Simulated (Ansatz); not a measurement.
## How far each method lies from RCCSDT(Q) for H2Si–CH2, singlet

Geometry: a point of a breathe scan, not a stationary point.

```xyz
6

Si    0.0000    0.0000    0.5945
C     0.0000    0.0000   -1.3115
H     0.0000    1.3963    1.4896
H     0.0000   -1.3963    1.4896
H     0.0000    1.0294   -1.9588
H     0.0000   -1.0294   -1.9588
```

Basis cc-pVDZ; Ansatz 0.2.0. Correlated methods freeze the noble-gas cores, which leaves 12 electrons in 46 orbitals. Prefix R: restricted or restricted open-shell reference; prefix U: unrestricted. Active spaces: frontier = (8e, 8o) about the gap; pair = (2e, 2o) about the gap.

Full CI isn't at hand for all of this; RCCSDT(Q) serves as the reference, and is uncertain by about the last step of the cluster series. The frozen core follows each run's orbitals, which can shift R against U totals by a few meV.

Unrestricted rows (U) aren't spin-pure: their determinants' ⟨S²⟩ exceeds S(S+1) by up to 0.66, so they mix in states of higher spin.

- UHF ⟨S²⟩: 0.663
- T1 diagnostic (RCCSD): 0.0175
- largest doubles amplitude (RCCSD): 0.193

```tsv
level	E − E(RHF) (eV)
UHF	-0.4496
RMP2	-7.0281
UMP2	-6.4698
RCCSD	-8.0059
UCCSD	-7.9585
RCCSD(T)	-8.3675
UCCSD(T)	-8.2841
```

Problem. Estimate how far RCCSDT(Q) in cc-pVDZ lies from RCCSD(T). The table doesn't fix it; the size of (T) and the diagnostics are the guide.

Solution. RCCSDT(Q) in cc-pVDZ lies 1.46 kcal/mol below RCCSD(T), which is 17 % of the (T) step (-8.34 kcal/mol). A doubles amplitude is large, RHF is unstable towards spin polarisation, but (T) still catches most of what CCSD lacks. The miss exceeds 1 kcal/mol.

The other levels:

| level | E − E(RCCSDT(Q)) (kcal/mol) | share of correlation (%) | wall time |
| --- | --- | --- | --- |
| CISD | 29.58 | 84.78 | 1.3 s |
| BCCD(T) | 1.46 | 99.25 | 0.84 s |
| RCCSDT | 0.74 | 99.62 | – |
| UCCSDT | 0.84 | 99.57 | – |
| UCCSDT(Q) | -0.08 | 100.04 | 68 s |
| CASSCF (pair space) | 173.21 | 10.91 | – |
| NEVPT2 (pair space) | 29.59 | 84.78 | 0.63 s |
| MRCISD (pair space) | 21.83 | 88.77 | – |
| MRCISD+Q (pair space) | 3.18 | 98.36 | 0.87 s |
| CASSCF (frontier space) | 120.46 | 38.04 | – |
| NEVPT2 (frontier space) | 30.59 | 84.27 | 6.5 s |
| MRCISD (frontier space) | 11.16 | 94.26 | – |
| MRCISD+Q (frontier space) | 1.04 | 99.47 | 8.5 s |

The correlation energy at RCCSDT(Q), counted from RHF, is -8.431 eV. That run took 17 s on 1 thread of Arm Neoverse V1, shared host.

Times hold each run's SCF and search for its determinant on a shared host, so for small cases they say little of a method's own cost; they ran on 1 thread of Arm Neoverse V1.
